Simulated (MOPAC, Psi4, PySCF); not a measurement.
Pair of molecules: CH5N (SMILES CN) (first 7 atoms) with CH4O (SMILES CO); geometry from S66by8 set.
(charge 0, multiplicity 1):
```xyz
13

N     -1.7976    -0.4309    -0.5843
H     -0.8072    -0.6431    -0.6124
H     -2.2726    -1.3204    -0.5075
C     -2.0799     0.3709     0.6039
H     -3.1458     0.5852     0.6537
H     -1.7849    -0.0828     1.5559
H     -1.5671     1.3273     0.5195
O      1.6680    -0.4071    -0.5005
H      1.9500    -0.0371    -1.3404
C      2.0539     0.5045     0.5189
H      1.7307     0.0749     1.4620
H      3.1350     0.6436     0.5580
H      1.5754     1.4781     0.4038
```

Interaction energies are E(AB) − E(A) − E(B) at the monomers' geometry in the complex; basis-set methods are counterpoise corrected. Rows marked so take none.

Frozen-core correlation. Rows in 6-31G* carry no dispersion term and start afresh at each structure (6-31G* with six Cartesian d functions). The state that PM6 reach isn't checked.

Codes used: MOPAC for PM6 (differences of heats of formation); Psi4 for SAPT; PySCF for 6-31G* rows. Values without a source in brackets are computed.

### Question
Estimate the interaction energy that B3LYP/6-31G* (no counterpoise) returns for this input.

### Answer
-143 meV

### Question
What interaction energy does SAPT0/jun-cc-pV(D+d)Z give?

### Answer
-108 meV

### Question
Predict the interaction energy from PM6.

### Answer
-75 meV
